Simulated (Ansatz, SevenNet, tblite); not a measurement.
# Equilibrium volume per atom of HgS (P3₂21, No. 154): levels of theory against measurement

Reference value: 23.55 Å³/atom (measured, temperature not stated, not corrected to a static lattice, from a published cell, pressure not stated; as tabulated in P. Auvray and F. Genet, Bulletin de la Societe Francaise de Mineralogie et de Cristallographie 96, 218 (1973)).

```
level (code)       value (Å³/atom)
-----------------  ---------------
GFN2-xTB (tblite)            29.65
SevenNet-0                   27.25
LDA (Ansatz)                     ?
PBE (Ansatz)                 28.08
rVV10 (Ansatz)               25.06
```

Q: Complete the blanks.

A: 
- LDA (Ansatz, a quantum-chemistry and plane-wave program), value (Å³/atom): 21.83

Differences against the reference: GFN2-xTB +26 %, SevenNet-0 +15.7 %, LDA -7.3 %, PBE +19.2 %, rVV10 +6.4 %.

The levels aren't ranked against this reference (sources at odds).

The measured value isn't corrected to a static lattice, so vibrations enter the comparison. A static lattice is as a rule a little smaller than the measured one.  Density-functional levels without +SOC have no spin–orbit coupling. GFN2-xTB: the cell moved over 20 % in volume from its start. GFN2-xTB: the method was fitted mainly to molecules. GFN2-xTB: the run uses a supercell at the zone centre in place of a k mesh. PBE: the cell is over a tenth larger than the published one: the level's own overestimate first of all, though another phase or state, or a fault of the published cell, is possible. Ansatz's density-functional and Hartree–Fock values are scalar-relativistic unless marked +SOC, with PAW data made under PBE.

Machine-learned potentials (SevenNet-0) are trained on DFT data: a solid inside that data is no test of them.

Differences are worked out from the printed values.
